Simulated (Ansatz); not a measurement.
Ansatz (a quantum-chemistry and plane-wave program) input (r2SCAN/def2-TZVPD):

Ansatz 0.2 input:
```yaml
crystal:
  periodic: [false, false, false]
  atoms:
    - {symbol: C, position_ang: [-0.11732593, -0.15223322, 1.26606261]}
    - {symbol: N, position_ang: [0.09657573, 0.48373527, 0.05773286]}
    - {symbol: C, position_ang: [0.01340334, -0.28201973, -1.16935247]}
    - {symbol: H, position_ang: [0.04882662, 0.42807190, 2.16176395]}
    - {symbol: H, position_ang: [-0.86487752, -0.93328472, 1.27785534]}
    - {symbol: H, position_ang: [0.83640544, 1.16927281, 0.06627815]}
    - {symbol: H, position_ang: [0.78928037, -1.05561135, -1.24473288]}
    - {symbol: H, position_ang: [0.09720524, 0.38619936, -2.02630962]}
    - {symbol: H, position_ang: [-0.95933461, -0.77527729, -1.21924583]}
basis:
  gaussian:
    orbitals: def2-TZVPD
hamiltonian:
  xc: {name: r2SCAN}
magnetization: {spin_polarized: true, initial_magnetization: 1}
output: {forces: true}
```

End of the output:

```
integrals: 0.05 GiB planned
833 factors; their error is unknown
mean field: 0.75 GiB planned
mean field evaluation 1: about -3650.8141 eV, gradient 4.3e1 eV
mean field evaluation 2: about -3638.7960 eV, gradient 6.4e1 eV
mean field evaluation 4: about -3659.2398 eV, gradient 4.6e0 eV
mean field evaluation 8: about -3659.3393 eV, gradient 1.9e-1 eV
mean field evaluation 16: about -3659.3048 eV, gradient 3.5e-4 eV
mean field -3659.30482359 eV, -134.4769719009 hartree, gradient 4.5e-5 eV, S^2 0.755871; 0 other end points of the search recorded, 0 dependent functions left out
the calculation of the forces begins
reference -3659.30483850 eV, -134.4769724488 hartree; 13, 12 occupied and 152, 153 virtual orbitals, 833 factors
Total energy: -3659.30483850 eV, -134.4769724488 hartree
Atom 0 at    -0.117326    -0.152233     1.266063 Å, force     0.013444    -0.020621    -0.022622 eV/Å
Atom 1 at     0.096576     0.483735     0.057733 Å, force    -0.070748     0.037413    -0.066423 eV/Å
Atom 2 at     0.013403    -0.282020    -1.169352 Å, force     0.020284     0.021737     0.078371 eV/Å
Atom 3 at     0.048827     0.428072     2.161764 Å, force     0.021397     0.027196     0.036093 eV/Å
Atom 4 at    -0.864878    -0.933285     1.277855 Å, force    -0.030429    -0.044751    -0.013710 eV/Å
Atom 5 at     0.836405     1.169273     0.066278 Å, force     0.041642     0.005182    -0.001104 eV/Å
Atom 6 at     0.789280    -1.055611    -1.244733 Å, force     0.037909    -0.040594    -0.005250 eV/Å
Atom 7 at     0.097205     0.386199    -2.026310 Å, force     0.000489     0.024590    -0.017387 eV/Å
Atom 8 at    -0.959335    -0.775277    -1.219246 Å, force    -0.033988    -0.010152     0.012031 eV/Å
Dipole moment:     0.096814     0.104618    -0.213136 e Å
```

It need not be the lowest isomer of its formula.
